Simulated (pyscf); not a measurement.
PySCF, gas phase, ωB97X-D3(BJ)/def2-SVP geometries. MP2 and CC: frozen core, UHF for open shells. ΔMP2 is the change of the MP2 total energy from the triple- to the quadruple-zeta basis.

Question: Estimate by transition-state theory (the high-pressure limit) the rate constant of `[NH2][NH2]` + `[SiH2]` [singlet] -> `[NH2][NH][SiH3]` (singlet surface; H–N broken, N–Si, H–Si formed) at 600 K, with CCSD(T)/def2-TZVPP + ΔMP2(QZVPP) energies (ideal gas, 1 atm, RRHO with modes under 100 cm⁻¹ raised to 100, one conformer, R ln 2 for rigid chiral ones; no tunnelling).

Answer: The electronic barrier is 4.1 kcal/mol and the thermal terms add +20.0, so ΔG‡ = 24.1 kcal/mol. With k_BT/h = 1.25e+13 s⁻¹ and RT = 1.192 kcal/mol, and a volume of 8.18e-20 cm³ per molecule at 1 atm, k = 1.7e-15 cm³ molecule⁻¹ s⁻¹. The product is born with the 69 kcal/mol of the reverse barrier and needs collisions to keep. Wigner's tunnelling factor for 1541i cm⁻¹ would be 1.57, likely too low at so high a frequency. A shift of 1 kcal/mol in the barrier changes k by a factor 2.3. On the reactant side the descent ends in an adduct with a N–Si contact, 35.8 kcal/mol under the separated species and 37.8 kcal/mol under the saddle at ωB97X-D3(BJ)/def2-TZVP. What is counted as formed (N–Si) is already present as a longer contact in the reactant adduct; forming that adduct is a step of its own. At ωB97X-D3(BJ) the barrier from the zero used here is 1.9 kcal/mol. H₂N–NH–SiH₃ lies 57.4 kcal/mol over its isomer H₂N–SiH₂–NH₂, and others may lie lower still (electronic energy, ωB97M-D3(BJ)). One saddle was located; it need not be the lowest between these sides. The CCSD(T) − MP2 part came from Ansatz, without density fitting, on the same reference.
